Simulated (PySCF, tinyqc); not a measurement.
Worked calculation: FCI on RHF in the sto-3g basis, frozen core, for HF, spin multiplicity 1. The lowest restricted solution is unstable here: a spin-polarised one lies 0.0040 hartree lower (PySCF). Computed by tinyqc, a small Python program that keeps every step (integrals from PySCF). Settings: charge = 0, multiplicity = 1, basis = sto-3g, method = RHF, frozen orbitals = 1, energy threshold = 1e-10, iteration cap = 63, orthogonalisation = symmetric, start = core, DIIS depth = 6, ci = FCI. Command: `OMP_NUM_THREADS=1 python tinyqc.py 31278 31279 out.jsonl` (the two numbers bound the seeds that draw the settings). One thread of a shared host (Intel(R) Xeon(R) Processor @ 2.60GHz), about 0.1 s of CPU time with the checks. The early iterations of the SCF are left out here.

## One-electron integrals

Geometry (angstrom):
```
atom         x         y         z
F     0.000000  0.000000  0.000000
H     0.000000  0.000000  1.265000
```

Basis sto-3g: exponents (1/bohr^2) and contraction coefficients of normalised primitives:
```
element  l (shell)    exponent  coefficient
F            s (1)  166.679130     0.154329
F            s (1)   30.360812     0.535328
F            s (1)    8.216821     0.444635
F            s (2)    6.464803    -0.099967
F            s (2)    1.502281     0.399513
F            s (2)    0.488588     0.700115
F            p (3)    6.464803     0.155916
F            p (3)    1.502281     0.607684
F            p (3)    0.488588     0.391957
H            s (1)    3.425251     0.154329
H            s (1)    0.623914     0.535328
H            s (1)    0.168855     0.444635
```

Overlap, kinetic and nuclear-attraction integrals over the contracted functions; the nuclear repulsion is the sum of Za Zb / Rab.

nuclear repulsion = 3.76489715 hartree

overlap S, order 1F 1s, 1F 2s, 1F 2px, 1F 2py, 1F 2pz, 2H 1s:
```
[[1.000000, 0.237990, 0.000000, 0.000000, 0.000000, 0.021637],
 [0.237990, 1.000000, 0.000000, 0.000000, 0.000000, 0.252665],
 [0.000000, 0.000000, 1.000000, 0.000000, 0.000000, 0.000000],
 [0.000000, 0.000000, 0.000000, 1.000000, 0.000000, 0.000000],
 [0.000000, 0.000000, 0.000000, 0.000000, 1.000000, 0.223561],
 [0.021637, 0.252665, 0.000000, 0.000000, 0.223561, 1.000000]]
```

kinetic energy T (hartree), order 1F 1s, 1F 2s, 1F 2px, 1F 2py, 1F 2pz, 2H 1s:
```
[[36.984577, -0.212858, 0.000000, 0.000000, 0.000000, -0.006980],
 [-0.212858, 1.037995, 0.000000, 0.000000, 0.000000, 0.010678],
 [0.000000, 0.000000, 3.248015, 0.000000, 0.000000, 0.000000],
 [0.000000, 0.000000, 0.000000, 3.248015, 0.000000, 0.000000],
 [0.000000, 0.000000, 0.000000, 0.000000, 3.248015, 0.076833],
 [-0.006980, 0.010678, 0.000000, 0.000000, 0.076833, 0.760032]]
```

nuclear attraction V (hartree), order 1F 1s, 1F 2s, 1F 2px, 1F 2py, 1F 2pz, 2H 1s:
```
[[-77.427902, -9.276365, 0.000000, 0.000000, -0.007912, -0.863369],
 [-9.276365, -11.959347, 0.000000, 0.000000, -0.098626, -2.134137],
 [0.000000, 0.000000, -11.850204, 0.000000, 0.000000, 0.000000],
 [0.000000, 0.000000, 0.000000, -11.850204, 0.000000, 0.000000],
 [-0.007912, -0.098626, 0.000000, 0.000000, -11.900161, -1.614189],
 [-0.863369, -2.134137, 0.000000, 0.000000, -1.614189, -4.951057]]
```

core Hamiltonian H = T + V (hartree), order 1F 1s, 1F 2s, 1F 2px, 1F 2py, 1F 2pz, 2H 1s:
```
[[-40.443325, -9.489223, 0.000000, 0.000000, -0.007912, -0.870349],
 [-9.489223, -10.921352, 0.000000, 0.000000, -0.098626, -2.123459],
 [0.000000, 0.000000, -8.602189, 0.000000, 0.000000, 0.000000],
 [0.000000, 0.000000, 0.000000, -8.602189, 0.000000, 0.000000],
 [-0.007912, -0.098626, 0.000000, 0.000000, -8.652147, -1.537356],
 [-0.870349, -2.123459, 0.000000, 0.000000, -1.537356, -4.191025]]
```

## Two-electron integrals

Functions are numbered as in S; the eight-fold symmetry (ij|kl) = (ji|kl) = (kl|ij) leaves the list below.

Two-electron integrals (ij|kl) in chemists' order, unique and non-zero (hartree):
```
(11|11) 5.403501   (21|11) 0.841920   (21|21) 0.156299   (22|11) 1.268028
(22|21) 0.292344   (22|22) 0.926167   (31|31) 0.027998   (32|31) 0.043169
(32|32) 0.204588   (33|11) 1.264502   (33|21) 0.292403   (33|22) 0.925959
(33|33) 0.997514   (41|41) 0.027998   (42|41) 0.043169   (42|42) 0.204588
(43|43) 0.053770   (44|11) 1.264502   (44|21) 0.292403   (44|22) 0.925959
(44|33) 0.889973   (44|44) 0.997514   (51|51) 0.027998   (52|51) 0.043169
(52|52) 0.204588   (53|53) 0.053770   (54|54) 0.053770   (55|11) 1.264502
(55|21) 0.292403   (55|22) 0.925959   (55|33) 0.889973   (55|44) 0.889973
(55|55) 0.997514   (61|11) 0.077430   (61|21) 0.014265   (61|22) 0.026556
(61|33) 0.026517   (61|44) 0.026517   (61|51) 0.000560   (61|52) 0.001060
(61|55) 0.026639   (61|61) 0.001314   (62|11) 0.217347   (62|21) 0.050874
(62|22) 0.182474   (62|33) 0.179724   (62|44) 0.179724   (62|51) 0.003430
(62|52) 0.028061   (62|55) 0.187790   (62|61) 0.004716   (62|62) 0.046181
(63|31) 0.005064   (63|32) 0.031012   (63|53) 0.005737   (63|63) 0.006531
(64|41) 0.005064   (64|42) 0.031012   (64|54) 0.005737   (64|64) 0.006531
(65|11) 0.156803   (65|21) 0.037146   (65|22) 0.142739   (65|33) 0.136872
(65|44) 0.136872   (65|51) 0.007231   (65|52) 0.051516   (65|55) 0.154309
(65|61) 0.003568   (65|62) 0.044479   (65|65) 0.049139   (66|11) 0.413694
(66|21) 0.098374   (66|22) 0.408047   (66|33) 0.395881   (66|44) 0.395881
(66|51) 0.007347   (66|52) 0.086257   (66|55) 0.432045   (66|61) 0.009149
(66|62) 0.139768   (66|65) 0.157462   (66|66) 0.774606
```

## Orthogonalisation

S = U s U^T; symmetric (Loewdin) form X = U s^(-1/2) U^T, so that X^T S X = 1.

eigenvalues of S: [0.619883, 0.853381, 1.000000, 1.000000, 1.127095, 1.399641]

X, order 1F 1s, 1F 2s, 1F 2px, 1F 2py, 1F 2pz, 2H 1s:
```
[[1.022591, -0.126634, 0.000000, 0.000000, -0.002773, 0.013605],
 [-0.126634, 1.049698, 0.000000, 0.000000, 0.023746, -0.139270],
 [0.000000, 0.000000, 1.000000, 0.000000, 0.000000, 0.000000],
 [0.000000, 0.000000, 0.000000, 1.000000, 0.000000, 0.000000],
 [-0.002773, 0.023746, 0.000000, 0.000000, 1.020480, -0.120616],
 [0.013605, -0.139270, 0.000000, 0.000000, -0.120616, 1.047049]]
```

## Iteration 7 (converged): orbitals

converged F (hartree), order 1F 1s, 1F 2s, 1F 2px, 1F 2py, 1F 2pz, 2H 1s:
```
[[-25.918501, -6.625638, 0.000000, 0.000000, -0.014672, -0.615196],
 [-6.625638, -3.016130, 0.000000, 0.000000, -0.020591, -0.613178],
 [0.000000, 0.000000, -0.463637, 0.000000, 0.000000, 0.000000],
 [0.000000, 0.000000, 0.000000, -0.463637, 0.000000, 0.000000],
 [-0.014672, -0.020591, 0.000000, 0.000000, -0.210183, -0.417627],
 [-0.615196, -0.613178, 0.000000, 0.000000, -0.417627, -0.276049]]
```

Diagonalise F' = X^T F X, C = X C', fill 5 alpha and 5 beta electrons from the bottom; D = 2 C_occ C_occ^T. Each column has its largest component positive (the first on a tie).

F' = X^T F X (hartree):
```
[[-25.450162, -3.391958, 0.000000, 0.000000, -0.031862, -0.035738],
 [-3.391958, -1.823612, 0.000000, 0.000000, 0.055602, -0.303078],
 [0.000000, 0.000000, -0.463637, 0.000000, 0.000000, 0.000000],
 [0.000000, 0.000000, 0.000000, -0.463637, 0.000000, 0.000000],
 [-0.031862, 0.055602, 0.000000, 0.000000, -0.118929, -0.405294],
 [-0.035738, -0.303078, 0.000000, 0.000000, -0.405294, -0.077739]]
```

orbital energies (hartree): [-25.927744, -1.412319, -0.477010, -0.463637, -0.463637, 0.346631]

coefficients C, order 1F 1s, 1F 2s, 1F 2px, 1F 2py, 1F 2pz, 2H 1s:
```
[[0.994992, -0.258820, 0.048354, 0.000000, 0.000000, 0.050857],
 [0.020515, 0.999637, -0.246368, 0.000000, 0.000000, -0.278333],
 [0.000000, 0.000000, 0.000000, -0.258770, 0.965939, 0.000000],
 [0.000000, 0.000000, 0.000000, 0.965939, 0.258770, 0.000000],
 [0.001190, 0.021957, 0.685227, 0.000000, 0.000000, -0.765820],
 [-0.002896, 0.094310, 0.601958, 0.000000, 0.000000, 0.871312]]
```

D after iteration 7, order 1F 1s, 1F 2s, 1F 2px, 1F 2py, 1F 2pz, 2H 1s:
```
[[2.118671, -0.500453, 0.000000, 0.000000, 0.057269, 0.003633],
 [-0.500453, 2.120783, 0.000000, 0.000000, -0.293689, -0.108173],
 [0.000000, 0.000000, 2.000000, 0.000000, 0.000000, 0.000000],
 [0.000000, 0.000000, 0.000000, 2.000000, 0.000000, 0.000000],
 [0.057269, -0.293689, 0.000000, 0.000000, 0.940039, 0.829091],
 [0.003633, -0.108173, 0.000000, 0.000000, 0.829091, 0.742513]]
```

Within a degenerate level the vectors are fixed only up to a rotation; this is one choice.

## Convergence

Stop when the energy changes by less than 1e-10 hartree and every element of the error matrix X^T (F D S - S D F) X is below 3e-06.

Course of the cycle:
```
iteration   E (hartree)     change  largest element of the error matrix
1          -97.89717165          -                             4.45e-01
2          -98.48880503  -5.92e-01                             9.81e-02
3          -98.50061863  -1.18e-02                             2.56e-02
4          -98.50106208  -4.43e-04                             1.02e-03
5          -98.50106265  -5.63e-07                             3.81e-05
6          -98.50106265  -1.23e-09                             2.98e-07
7          -98.50106265  -4.26e-14                             3.68e-09
```

PySCF RHF in the same basis = -98.50106265 hartree

Converged in 7 iterations.

## Integrals over molecular orbitals

(pq|rs) = sum C_ip C_jq C_kr C_ls (ij|kl), one index at a time.

one-electron integrals over orbitals h = C^T H C (hartree):
```
[[-40.426068, 0.723496, -0.127365, 0.000000, 0.000000, -0.139155],
 [0.723496, -9.122361, 0.481881, 0.000000, 0.000000, 0.760574],
 [-0.127365, 0.481881, -6.768805, 0.000000, 0.000000, 2.279728],
 [0.000000, 0.000000, 0.000000, -8.602189, 0.000000, 0.000000],
 [0.000000, 0.000000, 0.000000, 0.000000, -8.602189, 0.000000],
 [-0.139155, 0.760574, 2.279728, 0.000000, 0.000000, -5.975065]]
```

Two-electron integrals over orbitals (pq|rs), unique and non-zero (hartree); the lowest 1 orbital is frozen and left out:
```
(22|22) 0.873796    (32|22) -0.045488   (32|32) 0.133522    (33|22) 0.688308
(33|32) -0.013378   (33|33) 0.672403    (42|42) 0.189685    (43|42) -0.027096
(43|43) 0.034898    (44|22) 0.895798    (44|32) -0.064610   (44|33) 0.674665
(44|44) 0.997514    (52|52) 0.189685    (53|52) -0.027096   (53|53) 0.034898
(54|54) 0.053770    (55|22) 0.895798    (55|32) -0.064610   (55|33) 0.674665
(55|44) 0.889973    (55|55) 0.997514    (62|22) -0.082809   (62|32) -0.077831
(62|33) -0.021711   (62|44) -0.082079   (62|55) -0.082079   (62|62) 0.091414
(63|22) -0.240290   (63|32) 0.078682    (63|33) -0.092183   (63|44) -0.248521
(63|55) -0.248521   (63|62) 0.035391    (63|63) 0.234369    (64|42) -0.027580
(64|43) -0.022519   (64|64) 0.028944    (65|52) -0.027580   (65|53) -0.022519
(65|65) 0.028944    (66|22) 0.637000    (66|32) 0.044550    (66|33) 0.646046
(66|44) 0.621742    (66|55) 0.621742    (66|62) -0.052623   (66|63) -0.026606
(66|66) 0.671849
```

## FCI: determinants and Hamiltonian

one-electron integrals dressed by the frozen orbital, h + 2 (pq|11) - (p1|1q) (hartree), order 2, 3, 4, 5, 6:
```
[[-6.733032, 0.263117, 0.000000, 0.000000, 0.478069],
 [0.263117, -5.021373, 0.000000, 0.000000, 1.443977],
 [0.000000, 0.000000, -6.103670, 0.000000, 0.000000],
 [0.000000, 0.000000, 0.000000, -6.103670, 0.000000],
 [0.478069, 1.443977, 0.000000, 0.000000, -4.322758]]
```

energy of the frozen orbital, 2 h_11 + (11|11) = -75.48761090 hartree

Hartree-Fock energy = -98.50106265 hartree

Slater-Condon rules over spin orbitals, with the nuclear repulsion and the energy of the frozen orbital added and E(HF) subtracted on the diagonal. Only determinants linked to the reference directly or through others are kept (one block of an abelian symmetry group), so some states are absent.

Occupation strings over the orbitals (2 doubly, a alpha, b beta, 0 empty; spin orbitals ordered 1a 1b 2a 2b ...): 222220 22a22b 2a222b 22b22a 2b222a 222202 222022 220222 2ab222 2ba222 202222

H - E(HF) between determinants (hartree), order 222220, 22a22b, 2a222b, 22b22a, 2b222a, 222202, 222022, 220222, 2ab222, 2ba222, 202222:
```
[[0.000000, 0.000000, 0.000000, 0.000000, 0.000000, 0.028944, 0.028944, 0.234369, -0.035391, 0.035391, 0.091414],
 [0.000000, 0.411964, -0.009159, -0.234369, -0.035391, 0.022519, 0.022519, 0.065577, 0.078682, -0.030912, 0.077831],
 [0.000000, -0.009159, 1.213364, -0.035391, -0.091414, 0.027580, 0.027580, -0.078682, -0.213684, 0.077831, 0.030187],
 [0.000000, -0.234369, -0.035391, 0.411964, -0.009159, -0.022519, -0.022519, -0.065577, -0.030912, 0.078682, -0.077831],
 [0.000000, -0.035391, -0.091414, -0.009159, 1.213364, -0.027580, -0.027580, 0.078682, 0.077831, -0.213684, -0.030187],
 [0.028944, 0.022519, 0.027580, -0.022519, -0.027580, 0.860818, 0.053770, 0.034898, 0.027096, -0.027096, 0.189685],
 [0.028944, 0.022519, 0.027580, -0.022519, -0.027580, 0.053770, 0.860818, 0.034898, 0.027096, -0.027096, 0.189685],
 [0.234369, 0.065577, -0.078682, -0.065577, 0.078682, 0.034898, 0.034898, 0.876090, 0.067087, -0.067087, 0.133522],
 [-0.035391, 0.078682, -0.213684, -0.030912, 0.077831, 0.027096, 0.027096, 0.067087, 1.702440, -0.133522, 0.099198],
 [0.035391, -0.030912, 0.077831, 0.078682, -0.213684, -0.027096, -0.027096, -0.067087, -0.133522, 1.702440, -0.099198],
 [0.091414, 0.077831, 0.030187, -0.077831, -0.030187, 0.189685, 0.189685, 0.133522, 0.099198, -0.099198, 2.698374]]
```

## FCI: roots

Diagonalise (each vector has its largest component positive (the first on a tie)); all determinants have Ms = 0, so triplets appear too. The lowest singlet root is the correlation energy.

lowest roots of this matrix, relative to E(HF) (hartree): [-0.064251, 0.174256, 0.605260, 0.807048, 0.836033, 0.946931, 1.084884, 1.200305]

lowest vectors, order 222220, 22a22b, 2a222b, 22b22a, 2b222a, 222202, 222022, 220222, 2ab222, 2ba222, 202222:
```
[[0.967701, 0.000000, -0.092064, 0.000000],
 [0.022324, 0.706144, 0.674494, 0.000000],
 [-0.007847, 0.030149, -0.077066, 0.000000],
 [-0.022324, 0.706144, -0.674494, 0.000000],
 [0.007847, 0.030149, 0.077066, 0.000000],
 [-0.017887, 0.000000, -0.026217, 0.707107],
 [-0.017887, 0.000000, -0.026217, -0.707107],
 [-0.245031, 0.000000, -0.244148, 0.000000],
 [0.025771, -0.021250, -0.065099, 0.000000],
 [-0.025771, -0.021250, 0.065099, 0.000000],
 [-0.020659, 0.000000, -0.017421, 0.000000]]
```

<S^2> of these roots: [0.000000, 2.000000, 0.000000, 0.000000, 0.000000, 0.000000, 2.000000, 0.000000]

weight of the ground state by excitation level 0, 1, 2, ...: [0.936445, 0.001120, 0.062435]
